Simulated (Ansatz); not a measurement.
# C2H5S+ (SMILES C=C[SH2+]): single points off equilibrium

The atoms stand at a structure displaced at random from a GFN2-xTB minimum. How far do the functionals agree with CCSD(T) there?

The runs use Ansatz 0.2.0, Gaussian basis; single points in def2-TZVPP.

Cores are frozen in the correlated methods.

### 1 Starting geometry

SMILES `C=C[SH2+]`, 8 atoms, charge 1, spin multiplicity 1.

Atoms are counted from 1 here; the program's logs count them from 0.

Bond lengths: C1–C2 1.470 Å, C1–H4 0.901 Å, C1–H5 1.140 Å, C2–S3 1.811 Å, C2–H6 1.227 Å, S3–H7 1.288 Å, S3–H8 1.587 Å. Angles: C2–C1–H4 121.0°, C2–C1–H5 130.6°, H4–C1–H5 108.4°, C1–C2–S3 115.9°, C1–C2–H6 111.0°, S3–C2–H6 131.6°, C2–S3–H7 88.4°, C2–S3–H8 93.9°, H7–S3–H8 89.2°.

Coordinates:

```xyz
8
charge 1, multiplicity 1
C    -0.82440    0.78270   -0.81560
C    -0.05790    0.25280    0.32070
S     0.63570   -1.40630    0.10310
H    -0.96500    0.28430   -1.55240
H    -1.30300    1.80500   -0.97660
H     0.17830    1.13420    1.14090
H     1.77980   -0.93710    0.46260
H     0.36380   -1.83560    1.60640
```

### 2 CCSD(T)/def2-TZVPP

run/in.yaml

```yaml
crystal:
  periodic: [false, false, false]
  atoms:
    - {symbol: C, position_ang: [-0.824400, 0.782700, -0.815600]}
    - {symbol: C, position_ang: [-0.057900, 0.252800, 0.320700]}
    - {symbol: S, position_ang: [0.635700, -1.406300, 0.103100]}
    - {symbol: H, position_ang: [-0.965000, 0.284300, -1.552400]}
    - {symbol: H, position_ang: [-1.303000, 1.805000, -0.976600]}
    - {symbol: H, position_ang: [0.178300, 1.134200, 1.140900]}
    - {symbol: H, position_ang: [1.779800, -0.937100, 0.462600]}
    - {symbol: H, position_ang: [0.363800, -1.835600, 1.606400]}
basis:
  gaussian: {orbitals: def2-TZVPP}
total_charge: 1
correlation: {method: ccsd_t}
output: {forces: true}
```

No record of the launch command was kept for these runs.

### 3 PBE0-D4/def2-TZVPP

Edit run/in.yaml of step 2 so:

```diff
@@ -14,3 +14,3 @@
 total_charge: 1
-correlation: {method: ccsd_t}
-output: {forces: true}
+hamiltonian: {xc: pbe0, dispersion: d4}
+output: {forces: true, orbitals: {seedname: orbitals}}
```

### 4 wB97M-V/def2-TZVPP

Edit run/in.yaml of step 3 so:

```diff
@@ -14,3 +14,3 @@
 total_charge: 1
-hamiltonian: {xc: pbe0, dispersion: d4}
-output: {forces: true, orbitals: {seedname: orbitals}}
+hamiltonian: {xc: {name: wB97M-V}}
+output: {forces: true}
```

### 5 r2SCAN-D4/def2-TZVPP

Edit run/in.yaml of step 4 so:

```diff
@@ -14,3 +14,3 @@
 total_charge: 1
-hamiltonian: {xc: {name: wB97M-V}}
+hamiltonian: {xc: r2scan, dispersion: d4}
 output: {forces: true}
```

### 6 PBE-D4/def2-TZVPP

Edit run/in.yaml of step 5 so:

```diff
@@ -14,3 +14,3 @@
 total_charge: 1
-hamiltonian: {xc: r2scan, dispersion: d4}
+hamiltonian: {xc: pbe, dispersion: d4}
 output: {forces: true}
```

### 7 revPBE-D4/def2-TZVPP

Edit run/in.yaml of step 6 so:

```diff
@@ -14,3 +14,3 @@
 total_charge: 1
-hamiltonian: {xc: pbe, dispersion: d4}
+hamiltonian: {xc: {name: revPBE}, dispersion: d4}
 output: {forces: true}
```

### 8 r2SCAN0-D4/def2-TZVPP

Edit run/in.yaml of step 7 so:

```diff
@@ -14,3 +14,3 @@
 total_charge: 1
-hamiltonian: {xc: {name: revPBE}, dispersion: d4}
+hamiltonian: {xc: {name: r2SCAN0}, dispersion: d4}
 output: {forces: true}
```

(Steps that only read results are left out.)

Q: Predict the outcome of this session. Wanted: energy less free atoms, CCSD(T)/def2-TZVPP; RMS force component; RMS force error; HOMO and LUMO, PBE0-D4; T1 diagnostic.

The runs gave:

| quantity | value |
| --- | --- |
| energy less free atoms, CCSD(T)/def2-TZVPP | -18.330 eV |
| RMS force component | 4.008 to 4.140 eV/Å over the methods |
| RMS force error | PBE0-D4 0.246, wB97M-V 0.242, r2SCAN-D4 0.172, PBE-D4 0.224, revPBE-D4 0.205, r2SCAN0-D4 0.287 eV/Å |
| HOMO and LUMO, PBE0-D4 | -13.28 and -7.50 eV |
| T1 diagnostic | 0.016 |

What this shows: Against CCSD(T) the functionals' energies less atoms differ by -1.477 to -0.193 eV, PBE-D4 by -1.477 eV. CCSD(T) in triple zeta still lacks some correlation energy of the bonds, so part of these gaps is its own basis error and they don't rank the functionals. The forces of r2SCAN-D4 come nearest to CCSD(T), those of r2SCAN0-D4 are farthest. Frozen-core CCSD(T) forces in triple zeta carry basis errors of their own, and this is one geometry, so small gaps rank nothing. The restricted Hartree–Fock reference is unstable towards an unrestricted one at one or more of these structures.
